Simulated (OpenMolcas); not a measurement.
# A workflow on S2F2 (Thio-thionyl fluoride)

We compute a single-point energy (singlet S2F2, HF/def2-TZVP), then the excited states (singlet S2F2, CASSCF(4,4)/def2-TZVP), then the excited states (singlet S2F2, CASPT2(4,4)/def2-TZVP), then a single-point energy (triplet S2F2, CASPT2(4,4)/def2-TZVP) of F2S2. 

The results are computed with OpenMolcas 26.06.

### Step 1. The system as given

The species is S2F2 (4 atoms), meant as a singlet with charge 0. SMILES: `FS(F)=S`. The shape is that of a PBE0-D4/def2-TZVP optimisation.

Bond lengths: F1–S2 1.606 Å, S2–F3 1.606 Å, S2–S4 1.859 Å. Angles: F1–S2–F3 92.0°, F1–S2–S4 107.9°, F3–S2–S4 107.9°.

### Step 2. The energy at HF/def2-TZVP (RICD fitting) (run 1)

Input file geom.xyz:

```xyz
4

F      0.734930     0.336790     1.199050
S     -0.480890    -0.090070     0.240730
F      0.313460    -1.382440    -0.286190
S     -0.567510     1.135710    -1.153590
```

Input file step1.inp:

```
&GATEWAY
Coord=geom.xyz
Basis=def2-TZVP
Group=NoSym
RICD
&SEWARD
&SCF
PrOrbitals=0
```

Command:

```
$ export MOLCAS_MEM=1860
$ pymolcas step1.inp > step1.log
```

What it wrote:

```text
--- Start Module: gateway ---
[...]
--- Stop Module: gateway /rc=_RC_ALL_IS_WELL_ ---
--- Start Module: seward ---
[...]
      Basis functions          136
--- Stop Module: seward /rc=_RC_ALL_IS_WELL_ ---
[...]
--- Start Module: scf ---
[...]
       Convergence after  12 Iterations
[...]
::    Total SCF energy                               -993.9960953205
[...]
      Total spin, S                                     0.0000000000
[...]
      Total electronic charge=   50.000000
      Total            charge=   -0.000000
[...]
      Dipole Moment (debye):
      Origin of the operator (angstrom)=   -0.1334    0.1331   -0.1162
                   X= -1.1478E+00               Y= -2.0663E-01               Z=  5.6502E-01           Total=  1.2959E+00
      Quadrupole Moment (debye*angstrom):
[...]
--- Stop Module: scf /rc=_RC_ALL_IS_WELL_ ---
[...]
```

Wall time 8.1 s (1 thread of Arm Neoverse V2, shared host); peak memory 0.096 GiB.

### Step 3. The vertical excitations at CASSCF(4,4)/def2-TZVP (RICD fitting, 3 states averaged) (run 2)

geom.xyz is that of step 2.

Input file step2.input:

```
>>> EXPORT MOLCAS_PRINT=2
&GATEWAY
Coord=geom.xyz
Basis=def2-TZVP
Group=NoSym
RICD
&SEWARD
&RASSCF
FileOrb=$CurrDir/step1.ScfOrb
Spin=1
Nactel=4 0 0
Inactive=23
Ras2=4
CIRoot=3 3 1
OrbListing=Nothing
OrbAppear=Compact
```

Command:

```
$ export MOLCAS_MEM=1860
$ pymolcas step2.input > step2.log
```

What it wrote:

```text
--- Start Module: gateway ---
[...]
--- Stop Module: gateway /rc=_RC_ALL_IS_WELL_ ---
--- Start Module: seward ---
[...]
      Basis functions          136
--- Stop Module: seward /rc=_RC_ALL_IS_WELL_ ---
[...]
--- Start Module: rasscf ---
[...]
      Number of active orbitals                  4
[...]
      Spin quantum number                      0.0
[...]
      Active orbitals                            4
[...]
      Number of CSFs                            20
[...]
      Number of root(s) required                 3
[...]
      Convergence after 15 iterations
[...]
      printout of CI-coefficients larger than  0.05 for root  1
      energy=    -994.011386
      conf/sym  1111     Coeff  Weight
             1  2200  -0.94308 0.88940
             3  2u0d   0.11776 0.01387
             4  u2d0  -0.26958 0.07267
             8  2002   0.07259 0.00527
            10  udud  -0.07165 0.00513
            12  0220   0.08539 0.00729
[...]
      Natural orbitals and occupation numbers for root  1
      sym 1:   1.953066   1.969726   0.047112   0.030096
      Natural orbitals and occupation numbers for root  2
      sym 1:   1.999312   0.999711   1.000253   0.000724
      Natural orbitals and occupation numbers for root  3
      sym 1:   1.432821   1.640822   0.567235   0.359122
      ************************************************************************************************************************
      *                                                    Final results                                                     *
[...]
::    RASSCF root number  1 Total energy:   -994.01138555
::    RASSCF root number  2 Total energy:   -993.85303039
::    RASSCF root number  3 Total energy:   -993.80223375
[...]
      Total electronic charge=   50.000000
      Total            charge=   -0.000000
[...]
      Dipole Moment (debye):
      Origin of the operator (angstrom)=   -0.1334    0.1331   -0.1162
                   X= -1.3029E+00               Y=  1.2183E+00               Z= -1.0403E+00           Total=  2.0649E+00
      Quadrupole Moment (debye*angstrom):
[...]
--- Stop Module: rasscf /rc=_RC_ALL_IS_WELL_ ---
[...]
```

Run time: 14 s. Hardware: 1 thread of Arm Neoverse V2, shared host; peak memory 0.096 GiB.

The roots found:

| excited state | energy (eV) |
| --- | --- |
| 1 | 4.309 |
| 2 | 5.691 |

### Step 4. The excited states at CASPT2(4,4)/def2-TZVP (RICD fitting, ipea shift 0.25 Eh, pt2 variant MS, 3 states averaged) (run 3)

geom.xyz is that of step 3.

Input file step3.inp:

```
>>> EXPORT MOLCAS_PRINT=2

&GATEWAY
 Coord
 geom.xyz
 Basis
 def2-TZVP
 Group
 NoSym
 RICD

&SEWARD

&RASSCF
 FileOrb
 $CurrDir/step2.RasOrb
 Spin
 1
 Nactel
 4 0 0
 Inactive
 23
 Ras2
 4
 CIRoot
 3 3 1
 OrbListing
 Nothing
 OrbAppear
 Compact

&CASPT2
 Multistate
 all
 Imaginary
 0.2

&RASSI
 NrOfJobIphs
 1 all
 IphNames
 JOBMIX
 EJob
```

Command:

```
$ export MOLCAS_MEM=1860
$ pymolcas step3.inp > step3.log
```

What it wrote:

```text
--- Start Module: gateway ---
[...]
--- Stop Module: gateway /rc=_RC_ALL_IS_WELL_ ---
[...]
      Basis functions          136
[...]
      Number of active orbitals                  4
[...]
      Spin quantum number                      0.0
[...]
      Active orbitals                            4
[...]
      Number of CSFs                            20
[...]
      Number of root(s) required                 3
[...]
      Convergence after  4 iterations
[...]
      printout of CI-coefficients larger than  0.05 for root  1
      energy=    -994.011386
      conf/sym  1111     Coeff  Weight
             1  2200  -0.94308 0.88940
             3  2u0d   0.11776 0.01387
             4  u2d0  -0.26958 0.07267
             8  2002   0.07259 0.00527
            10  udud  -0.07165 0.00513
            12  0220   0.08539 0.00729
[...]
      Natural orbitals and occupation numbers for root  1
      sym 1:   1.953067   1.969726   0.047111   0.030096
      Natural orbitals and occupation numbers for root  2
      sym 1:   1.999312   0.999711   1.000253   0.000724
      Natural orbitals and occupation numbers for root  3
      sym 1:   1.432815   1.640832   0.567240   0.359112
      ************************************************************************************************************************
      *                                                    Final results                                                     *
[...]
::    RASSCF root number  1 Total energy:   -994.01138649
::    RASSCF root number  2 Total energy:   -993.85302998
[...]
      Total electronic charge=   50.000000
      Total            charge=   -0.000000
[...]
      Dipole Moment (debye):
      Origin of the operator (angstrom)=   -0.1334    0.1331   -0.1162
                   X= -1.3029E+00               Y=  1.2182E+00               Z= -1.0403E+00           Total=  2.0649E+00
      Quadrupole Moment (debye*angstrom):
[...]
--- Start Module: caspt2 ---
[...]
::    MS-CASPT2 Root  3     Total energy:   -994.65393599
[...]
--- Stop Module: caspt2 /rc=_RC_ALL_IS_WELL_ ---
[...]
--- Start Module: rassi ---
[...]
::    RASSI State    1     Total energy:    -994.85697069549065
::    RASSI State    2     Total energy:    -994.69511091818072
::    RASSI State    3     Total energy:    -994.65393598915171
[...]
  SPIN-FREE ENERGIES:
  (Shifted by EMIN (a.u.) =       -994.8569706955)
 SF State       Relative EMIN(au)   Rel lowest level(eV)    D:o, cm**(-1)
     1             0.0000000000        0.0000000000              0.0000
     2             0.1618597773        4.4044289181          35524.1150
     3             0.2030347063        5.5248558155          44560.9673
[...]
```

It took 18 s on 1 thread of Arm Neoverse V2, shared host; peak memory 0.22 GiB.

The roots found:

| excited state | energy (eV) | strength |
| --- | --- | --- |
| 1 | 4.404 | 0.0020 |
| 2 | 5.525 | 0.0122 |

### Step 5. The triplet: the energy at CASPT2(4,4)/def2-TZVP (RICD fitting, ipea shift 0.25 Eh, pt2 variant SS) (run 4)

Input file step4.inp:

```
&gateway
 coord
 4
 angstrom
 F        0.734930       0.336790       1.199050
 S       -0.480890      -0.090070       0.240730
 F        0.313460      -1.382440      -0.286190
 S       -0.567510       1.135710      -1.153590
 basis
 def2-TZVP
 group
 NoSym
 ricd

&seward

&rasscf
 fileorb
 $CurrDir/step2.RasOrb
 spin
 3
 nactel
 4 0 0
 inactive
 23
 ras2
 4
 orblisting
 Nothing
 orbappear
 Compact

&caspt2
 imaginary
 0.2

&rassi
 nrofjobiphs
 1 all
 iphnames
 JOBMIX
 ejob
```

Command:

```
$ export MOLCAS_MEM=1860
$ pymolcas step4.inp > step4.log
```

What it wrote:

```text
--- Start Module: gateway ---
[...]
--- Stop Module: gateway /rc=_RC_ALL_IS_WELL_ ---
[...]
      Basis functions          136
[...]
      Number of active orbitals                  4
[...]
      Spin quantum number                      1.0
[...]
      Active orbitals                            4
[...]
      Number of CSFs                            15
[...]
      Number of root(s) required                 1
[...]
      Convergence after 62 iterations
[...]
      printout of CI-coefficients larger than  0.05 for root  1
      energy=    -993.891162
      conf/sym  1111     Coeff  Weight
             1  2uu0  -0.99368 0.98739
            15  0uu2   0.09499 0.00902
      Natural orbitals and occupation numbers for root  1
      sym 1:   1.976750   1.000757   0.999911   0.022582
      ************************************************************************************************************************
      *                                                    Final results                                                     *
[...]
::    RASSCF root number  1 Total energy:   -993.89116153
[...]
      Total electronic charge=   50.000000
      Total            charge=   -0.000000
[...]
      Dipole Moment (debye):
      Origin of the operator (angstrom)=   -0.1334    0.1331   -0.1162
                   X= -9.8524E-01               Y=  9.3917E-01               Z= -1.0937E+00           Total=  1.7461E+00
      Quadrupole Moment (debye*angstrom):
[...]
--- Start Module: caspt2 ---
[...]
      E2 (Variational):          -0.8105540556
      Total energy:            -994.7017155880
[...]
      Reference weight:           0.82084
[...]
::    CASPT2 Root  1     Total energy:   -994.70171559
[...]
--- Stop Module: caspt2 /rc=_RC_ALL_IS_WELL_ ---
[...]
--- Start Module: rassi ---
[...]
 ###    WARNING: EJOB used when HEFF is available, possible                  ###
 ###    extra interaction between states is ignored!                         ###
 ###############################################################################
[...]
::    RASSI State    1     Total energy:    -994.70171558801098
[...]
  SPIN-FREE ENERGIES:
  (Shifted by EMIN (a.u.) =       -994.7017155880)
 SF State       Relative EMIN(au)   Rel lowest level(eV)    D:o, cm**(-1)
     1             0.0000000000        0.0000000000              0.0000
[...]
--- Stop Module: rassi /rc=_RC_ALL_IS_WELL_ ---
[...]
```

Run time: 44 s. Hardware: 1 thread of Arm Neoverse V2, shared host; peak memory 0.21 GiB.

### Step 6. Overview of the runs

| run | level | task | active rule | partner | energy (Eh) | dipole moment (D) of the reference | wall time |
| --- | --- | --- | --- | --- | --- | --- | --- |
| 1 | HF/def2-TZVP (RICD fitting) | energy | – | base | -993.996095 | 1.30 | 8.1 s |
| 2 | CASSCF(4,4)/def2-TZVP (RICD fitting, 3 states averaged) | excited | frontier window | base | -994.011386 | 1.43 | 14 s |
| 3 | CASPT2(4,4)/def2-TZVP (RICD fitting, ipea shift 0.25 Eh, pt2 variant MS, 3 states averaged) | excited | frontier window | base | -994.856971 | 1.43 | 18 s |
| 4 | CASPT2(4,4)/def2-TZVP (RICD fitting, ipea shift 0.25 Eh, pt2 variant SS) | energy | frontier window | triplet | – | – | 44 s |

### Step 7. Outcome

| quantity | value |
| --- | --- |
| run 3, CASPT2(4,4)/def2-TZVP: energy of the lowest of 3 roots | -994.85697 Eh |
| run 3, CASPT2(4,4)/def2-TZVP: dipole moment (CASSCF density) | 1.43 D |
| run 3, CASPT2(4,4)/def2-TZVP: lowest excitation energy within this active space | 4.40 eV |

All runs together took 84 s, the longest 44 s. 1 of the 4 runs ended normally but are set aside, since settings or state are in doubt.
